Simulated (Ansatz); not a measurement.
A nudged elastic band was laid between two geometries of CH3NaSi (6 atoms, charge 0, multiplicity 1).

All numbers below come from RKS PBE-D4/def2-SVP (Ansatz).

* movable images: 9
* climbing image: yes
* spring: 0.1 eV/Å²
* optimiser: quadratic models (default)
* start path: through a guess of the saddle point
* force threshold: 0.03 eV/Å
* iteration limit: 30
* end points: relaxed

First end point:

```xyz
6
Properties=species:S:1:pos:R:3
Na -1.857 -0.847 -1.707
C -0.418 -0.813 0.039
Si 0.545 0.599 0.264
H -0.271 -1.634 0.771
H 0.413 1.769 -0.683
H 1.587 0.925 1.316
```

Last end point:

```xyz
6
Properties=species:S:1:pos:R:3
Na -0.433 -0.618 -2.051
C -0.516 0.072 0.372
Si 1.046 0.805 -0.168
H -0.649 -0.684 1.173
H -1.476 0.579 0.122
H 2.028 -0.154 0.553
```

Task: Which bonds break or form, and what moves?

Result: Bonds broken: Si3–H5. Bonds formed: C2–H5.

Task: What energy profile does the band end with?

Result: The forces met the threshold. The highest image is number 5 of 0 to 10, 1.40 eV above the first end and 2.20 eV above the last; the last end lies 0.80 eV below the first. Another band between the same ends (9 images) ends at a top of the same energy, where a vibrational analysis finds 1 clearly imaginary mode. The orbitals stay closed-shell, which can raise the energy where a bond breaks towards radicals; this wasn't checked here.

```
image  path coordinate (Å)  energy (eV)  Si3–H5 (Å)  C2–H5 (Å)
    0                 0.00         0.00        1.51       2.81
    1                 0.45         0.03        1.52       2.77
    2                 0.89         0.12        1.52       2.70
    3                 1.33         0.48        1.51       2.48
    4                 1.76         1.06        1.53       2.19
    5                 2.19         1.40        1.59       1.83
    6                 2.69         0.73        1.74       1.32
    7                 3.18         0.07        2.07       1.14
    8                 3.66        -0.45        2.34       1.11
    9                 4.14        -0.74        2.50       1.12
   10                 4.62        -0.80        2.55       1.11
```

Task: What is the geometry of the highest image?

Result: 
```xyz
6
Properties=species:S:1:pos:R:3
Na -1.072 -0.422 -2.088
C -0.372 -0.755 0.096
Si 0.853 0.571 -0.144
H -0.408 -1.388 1.020
H -0.653 1.047 -0.012
H 1.652 0.948 1.127
```

Run time: 7.6 min on 1 CPU thread of a shared host.
